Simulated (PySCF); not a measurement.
PySCF input for Si(F)4 cation (F4Si), SMILES F[Si](F)(F)F (connectivity only; charge and spin as stated), charge +1, multiplicity 2, C-PCM-M06-2X/def2-SVP. Coordinates come from a ωB97X-D3(BJ)/def2-SVP optimisation. The multiplicity is an assumed one; other spin states were not compared. The isomer is the one that the SMILES or the coordinates give; other isomers of the formula were not compared.

```python
import numpy as np
from pyscf import gto, scf, dft
from pyscf.solvent import pcm

mol = gto.M(
    atom='''
    F     1.00584269    0.00000001    1.13572324
    Si    0.00000000    0.00000000   -0.20676187
    F     0.00000000   -1.34604783   -0.97490844
    F    -1.00584270    0.00000001    1.13572324
    F    -0.00000000    1.34604781   -0.97490847
    ''',
    basis='def2-SVP',
    charge=1,
    spin=1,
    max_memory=1600,
    verbose=3,
)
mf = dft.UKS(mol, xc='m06-2x').density_fit(auxbasis='def2-universal-jkfit')
mf.grids.level = 4
mf.conv_tol = 1e-9
mf.max_cycle = 100
mf.kernel()
fine, coarse = mf.grids, dft.Grids(mol).set(level=1).build(with_non0tab=True)
for _ in range(3):  # follow internal instabilities
    mf.grids = coarse
    mo, _, stable, _ = mf.stability(return_status=True, nroots=4)
    mf.grids = fine
    if stable:
        break
    mf.kernel(mf.make_rdm1(mo, mf.mo_occ))
res = {}
for name, eps in {'water': 78.355, 'n-hexane': 1.8819, '2-propanol': 19.264}.items():
    s = mf.PCM()
    s.with_solvent.method, s.with_solvent.eps, s.with_solvent.lebedev_order = 'C-PCM', eps, 29
    s.kernel(mf.make_rdm1())
    res[name] = (s.e_tot, eps, s.dip_moment(), s.mo_energy, s.converged)
    print(f'{name}: electrostatic solvation free energy {(s.e_tot - mf.e_tot) * 627.509474:.3f} kcal/mol')
```

Log of the run:

```

WARN: HOMO -0.513585391353736 >= LUMO -0.513585391353737

converged SCF energy = -688.000030035472  <S^2> = 0.75889056  2S+1 = 2.0088709
<class 'pyscf.df.df_jk.DFUKS'> wavefunction is stable in the internal stability analysis

WARN: PCM is an experimental feature. It is still in testing.
Features and APIs may be changed in the future.

converged SCF energy = -688.101834195151  <S^2> = 0.75887472  2S+1 = 2.0088551

WARN: System has nonzero charge 1; the dipole moment is origin-dependent.
Location of origin: [0. 0. 0.]

Dipole moment(X, Y, Z, Debye): -0.00002,  0.00000,  0.41565
water: electrostatic solvation free energy -63.883 kcal/mol

WARN: PCM is an experimental feature. It is still in testing.
Features and APIs may be changed in the future.

converged SCF energy = -688.048268557674  <S^2> = 0.75888209  2S+1 = 2.0088625

WARN: System has nonzero charge 1; the dipole moment is origin-dependent.
Location of origin: [0. 0. 0.]

Dipole moment(X, Y, Z, Debye):  0.00002,  0.00000,  0.36615
n-hexane: electrostatic solvation free energy -30.270 kcal/mol

WARN: PCM is an experimental feature. It is still in testing.
Features and APIs may be changed in the future.

converged SCF energy = -688.097783869371  <S^2> = 0.75887519  2S+1 = 2.0088556

WARN: System has nonzero charge 1; the dipole moment is origin-dependent.
Location of origin: [0. 0. 0.]

Dipole moment(X, Y, Z, Debye): -0.00002,  0.00000,  0.41172
2-propanol: electrostatic solvation free energy -61.341 kcal/mol
```

Self-consistency was reached.

Cost: about 2.1 core-minutes (a rough figure).
